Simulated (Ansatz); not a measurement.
# B3H: the cost of one run

Computed with Ansatz 0.2.0, Gaussian basis. Level: def2-QZVPP, core rule «outside noble gas», up to 3 orbitals frozen.

To be run: UHF; ROHF; CCSD(T) on UHF.

2 further runs of the same task are left out: 2 set aside as unsound or not needed.

## 1. What is computed

The geometry is a PBE0/def2-TZVP stationary point (not a proven minimum) of the parent state, kept for this charge and spin.

4 atoms, charge 0, spin multiplicity 5.

Atoms are counted from 1 here; the program's logs count them from 0.

Bond lengths: B1–B2 1.556 Å, B1–B3 1.548 Å, B2–B3 1.853 Å, B2–H4 1.183 Å. Angles: B2–B1–B3 73.3°, B1–B2–B3 53.2°, B1–B2–H4 169.4°, B3–B2–H4 137.4°, B1–B3–B2 53.5°.

## 2. UHF

File in.yaml:

```yaml
crystal:
  periodic: [false, false, false]
  atoms:
    - {symbol: B, position_ang: [0.000000, -0.796508, -0.346642]}
    - {symbol: B, position_ang: [0.000000, 0.061998, 0.950518]}
    - {symbol: B, position_ang: [0.000000, 0.685766, -0.794078]}
    - {symbol: H, position_ang: [0.000000, 0.522819, 2.040076]}
basis:
  gaussian: {orbitals: "def2-QZVPP.json"}
magnetization: {spin_polarized: true, initial_magnetization: 4}
hamiltonian: {xc: hf}
output: {orbitals: {seedname: orbitals}}
```

Run with:

```console
ansatz run in.yaml --threads 1 --pin off --events-out ev --progress --plain --max-ram 2393MiB
```

Q: Estimate wall time and peak memory on 1 thread of Arm Neoverse V2, shared host.

About 6 s, with a peak of 0.36 GiB.
